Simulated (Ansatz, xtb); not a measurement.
**C4H9+: which of two isomers lies lower**

We compare a, `C[C+](C)C`, a singlet, with b, `C[CH+]CC`, a singlet. Both are isolated ions in the gas phase, relaxed with B3LYP/6-31G*; the shapes shown needn't be the lowest conformers.

a (Å):

| atom | x (Å) | y (Å) | z (Å) |
| --- | --- | --- | --- |
| C | -2.3491 | -1.1809 | -0.6447 |
| C | -0.9008 | -1.4050 | -0.6677 |
| C | -0.3426 | -2.5293 | -1.4263 |
| C | -0.0087 | -0.5031 | 0.0678 |
| H | -2.6398 | -0.8980 | -1.6756 |
| H | -2.6759 | -0.3999 | 0.0435 |
| H | -2.8859 | -2.1249 | -0.4705 |
| H | -1.0852 | -3.1541 | -1.9238 |
| H | 0.2773 | -3.1396 | -0.7463 |
| H | 0.3858 | -2.1373 | -2.1566 |
| H | -0.2151 | -0.6607 | 1.1440 |
| H | -0.2944 | 0.5457 | -0.1023 |
| H | 1.0538 | -0.6626 | -0.1210 |

b (Å):

```xyz
13

C    -1.6356   -0.6592   -0.4725
C    -1.2010   -1.6971   -1.3530
C    -1.0000   -3.0914   -0.9938
C    -0.1601   -0.1199   -0.0667
H    -2.1520    0.1667   -0.9665
H    -2.1403   -1.0003    0.4331
H    -0.9405   -1.4082   -2.3750
H    -1.7837   -3.6330   -1.5686
H    -1.1321   -3.3136    0.0667
H    -0.0610   -3.4947   -1.3971
H     0.4095   -0.8678    0.4861
H    -0.3861    0.7260    0.5908
H     0.4061    0.2426   -0.9267
```

Quicker runs give these differences E(b) − E(a): GFN2-xTB +16.1 kcal/mol; HF/STO-3G +21.8 kcal/mol (at GFN2-xTB geometries); r2SCAN-D4/def2-SVP +14.3 kcal/mol (at GFN2-xTB geometries).

Question: Estimate E(b) − E(a) at the level CCSD(T)/def2-SVP + ΔMP2/def2-TZVPP.

Answer: Calculated at CCSD(T)/def2-SVP + ΔMP2/def2-TZVPP: E(b) − E(a) = +12.4 kcal/mol, so structure a lies lower.

Level by level:

```json
{"level": "GFN2-xTB", "geometry": "GFN2-xTB", "E(b) − E(a) (kcal/mol)": "+16.1", "departure from the last row (kcal/mol)": "+3.7", "job, with rough time for the two": "optimisation, 0.16 s"}
{"level": "HF/STO-3G", "geometry": "GFN2-xTB", "E(b) − E(a) (kcal/mol)": "+21.8", "departure from the last row (kcal/mol)": "+9.4", "job, with rough time for the two": "single point, 0.5 s"}
{"level": "r2SCAN-D4/def2-SVP", "geometry": "GFN2-xTB", "E(b) − E(a) (kcal/mol)": "+14.3", "departure from the last row (kcal/mol)": "+1.9", "job, with rough time for the two": "single point, 6.9 s"}
{"level": "B3LYP/6-31G*", "geometry": "B3LYP/6-31G*", "E(b) − E(a) (kcal/mol)": "+13.6", "departure from the last row (kcal/mol)": "+1.2", "job, with rough time for the two": "optimisation, 2.8 min"}
{"level": "HF/def2-SVP", "geometry": "B3LYP/6-31G*", "E(b) − E(a) (kcal/mol)": "+15.8", "departure from the last row (kcal/mol)": "+3.4", "job, with rough time for the two": "part of the CCSD(T) run"}
{"level": "MP2/def2-SVP", "geometry": "B3LYP/6-31G*", "E(b) − E(a) (kcal/mol)": "+13.9", "departure from the last row (kcal/mol)": "+1.5", "job, with rough time for the two": "part of the CCSD(T) run"}
{"level": "CCSD(T)/def2-SVP", "geometry": "B3LYP/6-31G*", "E(b) − E(a) (kcal/mol)": "+14.1", "departure from the last row (kcal/mol)": "+1.7", "job, with rough time for the two": "single point"}
{"level": "CCSD(T)/def2-SVP + ΔMP2/def2-TZVPP", "geometry": "B3LYP/6-31G*", "E(b) − E(a) (kcal/mol)": "+12.4", "departure from the last row (kcal/mol)": "", "job, with rough time for the two": "single point, 53 s"}
```

As drawn, both hold the same kinds of bond in the same numbers. Structure a has 3 methyl groups, b 2.

The levels shown agree on the order. The largest departure from CCSD(T)/def2-SVP + ΔMP2/def2-TZVPP is that of HF/STO-3G, 9.4 kcal/mol. A small imaginary or near-zero mode remains, so no thermal terms are given. The last row adds to CCSD(T) the change of the MP2 difference between the two basis sets, here −1.7 kcal/mol.

The correlated steps freeze 4 core orbitals. Run with Ansatz 0.2.0, xtb 6.7.1; the last row on 1 thread of Arm Neoverse V1 on a shared host.
